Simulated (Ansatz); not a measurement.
# BH− (quartet): wave-function methods side by side at distance B1–H2 = 1.069 Å, aug-cc-pVTZ

An exercise on one series of results from a longer session: the logs are not shown, and one member is left open.

Program: Ansatz 0.2.0, Gaussian basis. Level of theory: aug-cc-pVTZ, core rule «outside noble gas», up to 1 orbitals frozen. These are calculated values, not measurements.

The runs, in order: UHF; CCSD(T) on ROHF; CCSD(T) on UHF; BCCD(T) on ROHF; CCSDT(Q) on ROHF; CCSDT(Q) on UHF; CASSCF and MRCISD+Q, 5 electrons in 5 orbitals; CASSCF and NEVPT2, 5 electrons in 5 orbitals.

9 further runs of the same task are left out: 9 that didn't finish.

## The geometry

The geometry derives from a PBE0/def2-TZVPD stationary point (not a proven minimum). One bond is set to the value named and the two fragments are kept rigid.

2 atoms, charge -1, spin multiplicity 4.

Atoms are counted from 1 here; the program's logs count them from 0.

Bond lengths: B1–H2 1.069 Å.

Coordinates:

| atom | x (Å) | y (Å) | z (Å) |
| --- | --- | --- | --- |
| B1 | 0.0000 | 0.0000 | 0.0000 |
| H2 | 0.0000 | 0.0000 | 1.0690 |

Set-up of the first run:

Contents of in.yaml:

```yaml
crystal:
  periodic: [false, false, false]
  atoms:
    - {symbol: B, position_ang: [0.000000, 0.000000, 0.000000]}
    - {symbol: H, position_ang: [0.000000, 0.000000, 1.069000]}
basis:
  gaussian: {orbitals: aug-cc-pVTZ}
total_charge: -1
magnetization: {spin_polarized: true, initial_magnetization: 3}
hamiltonian: {xc: hf}
output: {orbitals: {seedname: orbitals}}
```

Command:

```console
$ ansatz run in.yaml --threads 1 --pin off --events-out ev --progress --plain --max-ram 2816MiB --backend cpu
```

Among the steps run: UHF; CCSD(T) on ROHF; CCSD(T) on UHF; BCCD(T) on ROHF; CCSDT(Q) on ROHF; CCSDT(Q) on UHF; CASSCF and MRCISD+Q, 5 electrons in 5 orbitals; CASSCF and NEVPT2, 5 electrons in 5 orbitals.

One table of the session follows, with a row left open; its other results are not shown here.

| method | from UCCSDT(Q) (meV) |
| --- | --- |
| ROHF | +2410.4 |
| UHF | +2387.8 |
| RMP2 | +495.4 |
| UMP2 | +497.7 |
| RCCSD | +97.8 |
| UCCSD | +97.6 |
| RCCSD(T) | +20.7 |
| UCCSD(T) | +20.5 |
| BCCD(T) | +20.9 |
| RCCSDT | +3.0 |
| UCCSDT | +2.5 |
| RCCSDT(Q) | +0.6 |
| UCCSDT(Q) | 0 |
| CASSCF valence | +2071.1 |
| NEVPT2 valence | ? |
| MRCISD valence | +126.0 |
| MRCISD+Q valence | +29.9 |

**Question.** Estimate the row for NEVPT2 valence.

**Answer.** from UCCSDT(Q) (meV): +638.0. In the column «from UCCSDT(Q) (meV)» it lies between UMP2 (+497.7) and CASSCF valence (+2071.1).

Limits of these values: Restricted and unrestricted rows rest on different reference determinants; where their highest levels disagree by more than a few hundredths of an eV, they describe different states and don't form one ladder.
